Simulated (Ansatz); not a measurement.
Level of theory: frozen-core CCSD(T)/def2-TZVPP // B3LYP-D3(BJ)/def2-SVP in Ansatz (an electronic-structure program). The restricted HF reference is unstable towards unrestricted orbitals.

Ansatz 0.2 input:
```yaml
crystal:
  periodic: [false, false, false]
  atoms:
    - { symbol: C, position_ang: [0.031911, 1.195232, -0.024073] }
    - { symbol: C, position_ang: [1.212233, 0.451001, 0.024845] }
    - { symbol: C, position_ang: [1.118084, -0.944499, 0.051342] }
    - { symbol: N, position_ang: [-0.04283, -1.604154, 0.03231] }
    - { symbol: C, position_ang: [-1.166924, -0.884817, -0.014499] }
    - { symbol: C, position_ang: [-1.186477, 0.513653, -0.044273] }
    - { symbol: H, position_ang: [0.06108, 2.287694, -0.046076] }
    - { symbol: H, position_ang: [2.189228, 0.939343, 0.04226] }
    - { symbol: H, position_ang: [2.026967, -1.556873, 0.089832] }
    - { symbol: H, position_ang: [-2.107219, -1.448893, -0.029294] }
    - { symbol: H, position_ang: [-2.136053, 1.052315, -0.082373] }
basis:
  gaussian: { orbitals: def2-TZVPP }
correlation:
  method: ccsd_t
```

Output:

```
Functional definition: HF
1556 factors; integrals over basis functions are off by at most 1.1e-3 eV
mean field evaluation 1: about -6711.3875 eV, gradient 3.5e1 eV
mean field evaluation 2: about -6711.7436 eV, gradient 3.5e1 eV
mean field evaluation 4: about -6715.2356 eV, gradient 4.8e0 eV
mean field evaluation 8: about -6715.3007 eV, gradient 3.0e-1 eV
mean field evaluation 16: about -6711.3891 eV, gradient 3.5e1 eV
mean field -6715.30124644 eV, -246.7827690122 hartree, gradient 1.8e-6 eV, S^2 0.000000; 0 other end points of the search recorded, 0 dependent functions left out; unrestricted orbitals would lower it
6 core orbitals not correlated
reference -6715.30124644 eV, -246.7827690122 hartree; 15, 15 occupied and 235, 235 virtual orbitals, 1556 factors
second order -26.71289847 eV of doubles, -0.00000000 eV of singles
cycle   1  -26.31233675 eV  change    4.0e-1 eV  update   1.2e-1
cycle   2  -27.06223215 eV  change   -7.5e-1 eV  update   4.0e-2
cycle   3  -27.22015264 eV  change   -1.6e-1 eV  update   1.7e-2
cycle   4  -27.21141992 eV  change    8.7e-3 eV  update   4.9e-3
cycle   5  -27.21276848 eV  change   -1.3e-3 eV  update   2.4e-3
cycle   6  -27.21386779 eV  change   -1.1e-3 eV  update   6.4e-4
cycle   7  -27.21353073 eV  change    3.4e-4 eV  update   3.1e-4
cycle   8  -27.21346569 eV  change    6.5e-5 eV  update   1.1e-4
cycle   9  -27.21350034 eV  change   -3.5e-5 eV  update   3.8e-5
cycle  10  -27.21349079 eV  change    9.5e-6 eV  update   1.2e-5
perturbative correction -1.47145003 eV, -0.0540747911 hartree
Total energy: -6743.98618726 eV, -247.8369211438 hartree
```

Cost: very roughly 120 core-seconds.
